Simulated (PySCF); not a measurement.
Compound: C4H4FN.
SMILES with atom numbers: `[F:1][c:2]1[cH:3][cH:4][nH:5][cH:6]1` (hydrogens: H7 on C3; H8 on C4; H9 on N5; H10 on C6)

Cartesian coordinates in Å at the PBE0-D3(BJ)/def2-SVP level; atoms count from 1:
```xyz
10
C4H4FN angstrom
F      2.2515    0.2922    1.0175
C      1.0518    0.1305    0.4721
C      0.1290    1.1670    0.1963
C     -0.9739    0.5515   -0.3622
N     -0.7320   -0.7876   -0.4218
C      0.5089   -1.0747    0.0854
H      0.2650    2.2285    0.3871
H     -1.9107    0.9747   -0.7171
H     -1.3745   -1.4758   -0.7857
H      0.9095   -2.0830    0.1329
```

Computed, not measured: core-valence-separated Tamm–Dancoff BHandHLYP/aug-pcX-1 (pcseg-1 on H) in PySCF, non-relativistic, gas phase, PBE0-D3(BJ)/def2-SVP geometry. Absolute energies from this functional tend to lie a few eV below measured edges; no shift was applied.

The lowest roots of each edge with f over 0.003 (five at most, numbered afresh; weaker and dark ones are left out), with transition dipoles (au) in the frame of the coordinates:

| root | edge | E (eV) | f | μx | μy | μz |
| --- | --- | --- | --- | --- | --- | --- |
| 1 | C | 284.00 | 0.0520 | -0.0344 | -0.0097 | 0.0787 |
| 2 | C | 284.28 | 0.0633 | 0.0381 | 0.0107 | -0.0866 |
| 3 | C | 284.58 | 0.0568 | 0.0359 | 0.0104 | -0.0821 |
| 4 | C | 285.81 | 0.0135 | -0.0060 | -0.0428 | -0.0080 |
| 5 | C | 285.94 | 0.0720 | -0.0404 | -0.0116 | 0.0923 |
| 6 | N | 400.11 | 0.0401 | -0.0252 | -0.0069 | 0.0584 |
| 7 | N | 400.75 | 0.0191 | 0.0275 | 0.0308 | 0.0153 |
| 8 | N | 403.94 | 0.0057 | 0.0214 | -0.0068 | 0.0084 |
| 9 | F | 686.22 | 0.0181 | -0.0295 | -0.0047 | -0.0135 |
| 10 | F | 687.32 | 0.0063 | 0.0074 | 0.0022 | -0.0177 |
| 11 | F | 687.39 | 0.0087 | 0.0207 | 0.0025 | 0.0090 |
| 12 | F | 687.91 | 0.0045 | 0.0093 | 0.0123 | 0.0055 |
| 13 | F | 688.12 | 0.0121 | -0.0246 | 0.0017 | -0.0104 |

What is the unit vector of the normal of the molecular plane, and which share of each root's |μ|² lies along it?

(-0.40, -0.11, 0.91), up to sign.

```
root  core hole on  share along it  final orbital under reflection in the plane
   1            C3            1.00                                          odd
   2            C4            1.00                                          odd
   3            C6            1.00                                          odd
   4            C3            0.00                                         even
   5            C2            1.00                                          odd
   6            N5            1.00                                          odd
   7            N5            0.00                                         even
   8            N5            0.00                                         even
   9            F1            0.00                                         even
  10            F1            1.00                                          odd
  11            F1            0.00                                         even
  12            F1            0.00                                         even
  13            F1            0.00                                         even
```

The 1s orbitals of atoms in the plane are even under the reflection, so light polarised along the normal reaches odd orbitals alone (the out-of-plane π set) and light polarised in the plane even ones.

For fixed molecules, how does the intensity of root 1 change when the electric field is turned 60° away from the normal of the molecular plane?

Intensity goes as (E·μ)², and μ lies along that direction, so it falls to cos²60° = 0.25 of its maximum; it vanishes at 90°.

Molecules are fixed in this frame and the field points along (1, 0, −1)/√2. What effective strengths 3 f cos²θ do the roots have (θ between field and μ)?

root 1 (C3): 0.133, root 2 (C4): 0.163, root 3 (C6): 0.146, root 4 (C3): 0.000, root 5 (C2): 0.185, root 6 (N5): 0.103, root 7 (N5): 0.002, root 8 (N5): 0.002, root 9 (F1): 0.006, root 10 (F1): 0.016, root 11 (F1): 0.003, root 12 (F1): 0.000, root 13 (F1): 0.005. Root 5 is the strongest. Averaged over all orientations cos²θ is 1/3, which gives f back.

On Intel Xeon Platinum 8375C at 2.90 GHz, one thread, no GPU, shared host with 128 logical CPUs at a one-minute load of 11, this took 15 s wall and 0.83 GiB of memory at its peak.
